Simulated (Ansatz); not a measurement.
Breaking a bond: SMILES S. The S1–H3 bond (S1 also carries H; H3 carries nothing else) is stretched with both fragments frozen at the PBE0/def2-TZVP optimised geometry.

Levels of theory: RKS-PBE = restricted PBE/cc-pVDZ (Ansatz, a first-principles code); UKS-PBE = unrestricted PBE/cc-pVDZ (Ansatz); UKS-B3LYP = Ansatz with unrestricted B3LYP/cc-pVDZ; FCI = full CI/cc-pVDZ, frozen core (Ansatz).

Energies relative to the lowest point of each curve near equilibrium, in kcal/mol; the last columns give the error against full CI:

```
R / Å  RKS-PBE  UKS-PBE  UKS-B3LYP   FCI  RKS-PBE − FCI  UKS-PBE − FCI  UKS-B3LYP − FCI
-----  -------  -------  ---------  ----  -------------  -------------  ---------------
0.99      83.0     83.0       80.9  81.6            1.4            1.4             -0.7
1.08      39.9     39.9       38.4  38.4            1.5            1.5             -0.1
1.14      22.1     22.1       20.9  20.8            1.3            1.3              0.1
1.20      10.6     10.6        9.8   9.5            1.1            1.1              0.2
1.28       2.4      2.4        2.0   1.8            0.6            0.6              0.2
1.30       1.4      1.4        1.0   0.9            0.5            0.5              0.1
1.34       0.2      0.2        0.0   0.0            0.2            0.2              0.0
1.37       0.0      0.0        0.0   0.0            0.0            0.0              0.0
1.43       1.1      1.1        1.3   1.5           -0.5           -0.5             -0.2
1.47       2.6      2.6        3.1   3.4           -0.8           -0.8             -0.3
1.53       5.9      5.9        6.6   7.1           -1.2           -1.2             -0.5
1.65      14.7     14.7       15.8  16.6           -1.9           -1.9             -0.8
1.82      29.4     29.4       31.2  31.7           -2.4           -2.4             -0.6
2.02      46.8     46.8       49.4  48.4           -1.6           -1.6              0.9
2.21      61.9     61.9       64.9  61.4            0.5            0.5              3.6
2.41      75.5     74.9       76.0  71.4            4.1            3.5              4.6
2.69      90.8     84.4       84.2  80.2           10.7            4.2              4.1
2.94     101.2     88.2       87.8  84.3           16.8            3.9              3.4
3.27     111.1     90.6       90.0  86.9           24.1            3.7              3.1
3.61     117.9     91.6       91.0  88.0           30.0            3.7              3.0
4.05     123.4     92.2       91.4  88.4           35.0            3.7              3.0
4.69     127.4     92.4       91.6  88.6           38.8            3.8              3.0
```

RKS-PBE is furthest from FCI at 4.69 (38.8 kcal/mol, above); its mean absolute error over the points is 8.0 kcal/mol.

UKS-PBE is furthest from FCI at 2.69 (4.2 kcal/mol, above); its mean absolute error over the points is 1.9 kcal/mol.

UKS-B3LYP is furthest from FCI at 2.41 (4.6 kcal/mol, above); its mean absolute error over the points is 1.5 kcal/mol.

The restricted form behind RKS-PBE keeps the bonding electrons paired and can't separate into open-shell fragments. The unrestricted determinant behind UKS-PBE is spin-contaminated at 2.41 to 4.69 Å (<S²> up to 1.0, against 0.00 for a pure singlet). The unrestricted determinant behind UKS-B3LYP is spin-contaminated at 2.21 to 4.69 Å (<S²> up to 1.0, against 0.00 for a pure singlet).
